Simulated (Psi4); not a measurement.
**C2H5B (BH2(vinyl)) in Psi4**

Aim: energy and one-electron properties of C2H5B (BH2(vinyl)).

The calculation is run with Psi4 1.11.

5 further runs of the same task are left out: 5 set aside as unsound or not needed.

### 1 The molecule

C2H5B has 8 atoms, charge 0, and is taken as a singlet. SMILES: `[H]B([H])C=C`. The coordinates come from a GFN2-xTB relaxation.

Bond lengths: B1–C4 1.543 Å, C4–C5 1.335 Å, B1–H2 1.169 Å, B1–H3 1.169 Å, C4–H6 1.086 Å, C5–H7 1.079 Å, C5–H8 1.081 Å. Angles: B1–C4–C5 123.6°, B1–C4–H6 119.7°, C5–C4–H6 116.7°, H2–B1–C4 120.3°, H3–B1–C4 119.7°, C4–C5–H7 121.2°, C4–C5–H8 123.0°, H2–B1–H3 119.9°, H7–C5–H8 115.7°.

### 2 The job

input.in reads:

```
memory 1.6 GB

molecule m {
  0 1
  B      0.680050     1.043480    -0.404910
  H      1.352050     1.364190    -1.305900
  H      0.485750     1.790660     0.473180
  C      0.051370    -0.365260    -0.363800
  C     -0.714000    -0.804010     0.637680
  H      0.229140    -1.057580    -1.181160
  H     -0.937570    -0.177460     1.486850
  H     -1.146770    -1.794020     0.658070
  units angstrom
  symmetry c1
}

set puream true
set scf_type cd
set dft_radial_points 99
set dft_spherical_points 590
set cholesky_tolerance 0.001

energy_value, wavefunction = energy('tpss/aug-cc-pVDZ', return_wfn=True)
oeprop(wavefunction, 'DIPOLE', 'QUADRUPOLE', 'MULLIKEN_CHARGES', 'LOWDIN_CHARGES', title='TPSS')
```

The run is started by

```bash
$ psi4 -i input.in -o input.out -n 1
```

input.out:

```text
Psi4 1.11 release

   => Loading Basis Set <=

    Name: AUG-CC-PVDZ
    Role: ORBITAL
    Keyword: BASIS

         ---------------------------------------------------------
                                   SCF
                              RKS Reference
                        1 Threads,   1525 MiB Core
         ---------------------------------------------------------

  ==> Geometry <==

    Molecular point group: c1
    Full point group: C1

    Geometry (in Angstrom), charge = 0, multiplicity = 1:

       Center              X                  Y                   Z               Mass
    ------------   -----------------  -----------------  -----------------  -----------------
         B            0.692090872494     1.103818837270    -0.378962605119    11.009305360000
         H            1.364090872494     1.424528837270    -1.279952605119     1.007825032230
         H            0.497790872494     1.850998837270     0.499127394881     1.007825032230
         C            0.063410872494    -0.304921162730    -0.337852605119    12.000000000000
         C           -0.701959127506    -0.743671162730     0.663627394881    12.000000000000
         H            0.241180872494    -0.997241162730    -1.155212605119     1.007825032230
         H           -0.925529127506    -0.117121162730     1.512797394881     1.007825032230
         H           -1.134729127506    -1.733681162730     0.684017394881     1.007825032230

  Running in c1 symmetry.

  Rotational constants: A =      1.70641  B =      0.33269  C =      0.27841 [cm^-1]
  Rotational constants: A =  51156.98820  B =   9973.77326  C =   8346.55153 [MHz]
  Nuclear repulsion =   58.129024850213071

  Charge       = 0
  Multiplicity = 1
  Electrons    = 22
  Nalpha       = 11
  Nbeta        = 11

  ==> Algorithm <==

  SCF Algorithm Type is CD.
  DIIS enabled.
  MOM disabled.
  Fractional occupation disabled.
  Guess Type is SAD.
  Energy threshold   = 1.00e-06
  Density threshold  = 1.00e-06
  Integral threshold = 1.00e-12

  ==> Primary Basis <==

  Basis Set: AUG-CC-PVDZ
    Blend: AUG-CC-PVDZ
    Number of shells: 52
    Number of basis functions: 114
    Number of Cartesian functions: 120
    Spherical Harmonics?: true
    Max angular momentum: 2

  ==> DFT Potential <==

   => LibXC <=

    Version 7.1.2

   => Composite Functional: TPSS <=

    TPSS Meta-GGA XC Functional

    Deriv               =              1
    GGA                 =           TRUE
    Meta                =           TRUE

    Exchange Hybrid     =          FALSE
    MP2 Hybrid          =          FALSE

   => Exchange Functionals <=

    1.0000   XC_MGGA_X_TPSS

   => Correlation Functionals <=

    1.0000   XC_MGGA_C_TPSS

   => LibXC Density Thresholds  <==

    XC_MGGA_C_TPSS:  1.00E-15
    XC_MGGA_X_TPSS:  1.00E-15

   => Molecular Quadrature <=

    Radial Scheme          =       TREUTLER
    Pruning Scheme         =           NONE
    Nuclear Scheme         =       TREUTLER

    Blocking Scheme        =         OCTREE
    BS radius alpha        =              1
    Pruning alpha          =              1
    Radial Points          =             99
    Spherical Points       =            590
    Total Points           =         447882
    Total Blocks           =           3212
    Max Points             =            256
    Max Functions          =            114
    Weights Tolerance      =       1.00E-15

  ==> Integral Setup <==

RuntimeError:
Fatal Error: Disk algorithm for CD JK not implemented.

Printing out the relevant lines from the Psithon --> Python processed input file:
    core.set_global_option("PUREAM", "true")
    core.set_global_option("SCF_TYPE", "cd")
    core.set_global_option("DFT_RADIAL_POINTS", 99)
    core.set_global_option("DFT_SPHERICAL_POINTS", 590)
    core.set_global_option("CHOLESKY_TOLERANCE", 0.001)
--> energy_value, wavefunction = energy('tpss/aug-cc-pVDZ', return_wfn=True)
    oeprop(wavefunction, 'DIPOLE', 'QUADRUPOLE', 'MULLIKEN_CHARGES', 'LOWDIN_CHARGES', title='TPSS')

!----------------------------------------------------------------------------------!
!                                                                                  !
! Fatal Error: Disk algorithm for CD JK not implemented.                           !
!                                                                                  !
!----------------------------------------------------------------------------------!

    Psi4 run time: 0:00:00.66
```

Run time: 1.6 s. Hardware: 1 thread of Intel Xeon Platinum 8488C (Sapphire Rapids), shared host; peak memory 0.21 GiB.

### 3 What went wrong

The program broke off before the end.

The log says `Fatal Error: Disk algorithm for CD JK not implemented.`. To mend it: integral approximation def2-universal-jfit in place of cd 1e-3. As typed, the program can't run this.
